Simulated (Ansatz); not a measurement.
Reaction (SMILES): [O]Cl (O-Cl) → ClO+ (triplet, bonded as [O]Cl) + e-
B3LYP-D3(BJ)/def2-TZVP geometries, fixed; electronic energies without zero-point terms.
Largest species:
```xyz
2

Cl     0.0000     0.0000    -0.5055
O      0.0000     0.0000     1.0742
```
Charge 0, spin multiplicity 2.

How fast the adiabatic ionisation energy converges with the basis for several methods (Ansatz, a first-principles code): deviation from each method's own reference, in eV. References: CCSD(T) 10.874 eV, Hartree-Fock in aug-cc-pV(Q+d)Z plus the correlation part extrapolated as X^-3 from aug-cc-pV(T+d)Z and aug-cc-pV(Q+d)Z; HF 10.239 eV, the value in pcseg-4; MP2 10.814 eV, Hartree-Fock in aug-cc-pV(Q+d)Z plus the correlation part extrapolated as X^-3 from aug-cc-pV(T+d)Z and aug-cc-pV(Q+d)Z; PBE 10.647 eV, the value in aug-cc-pV(5+d)Z; PBE0 10.761 eV, the value in aug-cc-pV(5+d)Z; r2SCAN 10.643 eV, the value in aug-cc-pV(5+d)Z. Cartesian d functions, on some or all atoms, in 6-31+G*; all else is spherical. In correlated methods cores are frozen. Open shells are unrestricted. No added dispersion term, no relativity. 

```json
[
 {"basis": "STO-3G", "functions": "14", "CCSD(T)": "-1.762", "HF": "-0.222", "MP2": "-1.471", "PBE": "-0.857", "PBE0": "-0.556", "r2SCAN": "-0.670"},
 {"basis": "6-31+G*", "functions": "42", "CCSD(T)": "-0.406", "HF": "0.264", "MP2": "-0.351", "PBE": "0.112", "PBE0": "0.153", "r2SCAN": "0.168"},
 {"basis": "def2-SVPD", "functions": "50", "CCSD(T)": "-0.107", "HF": "0.377", "MP2": "-0.079", "PBE": "0.251", "PBE0": "0.294", "r2SCAN": "0.329"},
 {"basis": "6-311++G(2d,2p)", "functions": "62", "CCSD(T)": "-0.286", "HF": "0.120", "MP2": "-0.227", "PBE": "0.079", "PBE0": "0.089", "r2SCAN": "0.104"},
 {"basis": "aug-cc-pV(T+d)Z", "functions": "101", "CCSD(T)": "-0.147", "HF": "0.024", "MP2": "-0.142", "PBE": "0.016", "PBE0": "0.017", "r2SCAN": "0.017"},
 {"basis": "cc-pV(Q+d)Z", "functions": "119", "CCSD(T)": "-0.124", "HF": "-0.002", "MP2": "-0.116", "PBE": "-0.034", "PBE0": "-0.020", "r2SCAN": "-0.020"},
 {"basis": "pcseg-3", "functions": "124", "CCSD(T)": "-0.126", "HF": "0.002", "MP2": "-0.126", "PBE": "-0.007", "PBE0": "-0.005", "r2SCAN": "-0.003"},
 {"basis": "aug-cc-pV(Q+d)Z", "functions": "169", "CCSD(T)": "-0.069", "HF": "0.008", "MP2": "-0.067", "PBE": "0.005", "PBE0": "0.005", "r2SCAN": "0.003"}
]
```

Mean absolute deviation over 6-311++G(2d,2p), aug-cc-pV(T+d)Z: PBE 0.047, PBE0 0.053, r2SCAN 0.060, HF 0.072, MP2 0.185, CCSD(T) 0.216 eV.
